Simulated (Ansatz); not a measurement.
**Worked example: a bond strength in C2HF2 (SMILES [CH]=C(F)F)**

The species is C2HF2 (5 atoms), meant as a doublet with charge 0. As SMILES, `[CH]=C(F)F`. Geometry: optimised at r2SCAN/def2-SVP.

| atom | x (Å) | y (Å) | z (Å) |
| --- | --- | --- | --- |
| C | -0.0257 | 0.9218 | -0.0123 |
| C | 0.1667 | -0.3714 | 0.1274 |
| F | 1.0489 | -0.9206 | 0.9370 |
| F | -0.4948 | -1.3169 | -0.5225 |
| H | -0.6451 | 1.6133 | -0.5711 |

Wanted: the dissociation energy of the F3–C2 bond into doublet F and singlet C2HF (shapes relaxed at r2SCAN/def2-SVP, no zero-point term). 1 Eh = 2625.50 kJ/mol = 27.2114 eV. Totals in Eh; open shells run unrestricted unless said.

| level | program | C2HF2 | doublet F | singlet C2HF |
| --- | --- | --- | --- | --- |
| USVWN5/def2-TZVPP | Ansatz | -274.529207 | -99.107405 | -175.280317 |
| UPBE/def2-TZVPP | Ansatz | -276.211819 | -99.669123 | -176.427583 |
| UB2PLYP/def2-TZVPP, 4 core orbitals frozen in the whole | Ansatz | -276.319175 | -99.718571 | -176.501346 |

Task: Work out the dissociation energy at each level.

Result: 
1. USVWN5/def2-TZVPP: (-99.107405) + (-175.280317) − (-274.529207) = 0.141485 Eh = 371.5 kJ/mol = 3.85 eV.
2. UPBE/def2-TZVPP: (-99.669123) + (-176.427583) − (-276.211819) = 0.115113 Eh = 302.2 kJ/mol = 3.13 eV.
3. UB2PLYP/def2-TZVPP: (-99.718571) + (-176.501346) − (-276.319175) = 0.099258 Eh = 260.6 kJ/mol = 2.70 eV.

The levels span 261 to 371 kJ/mol; no measured value is set beside them. A fragment with an even electron count was run as a singlet and may have a lower triplet. A bond enthalpy at 298 K also holds the loss of zero-point energy and thermal terms.
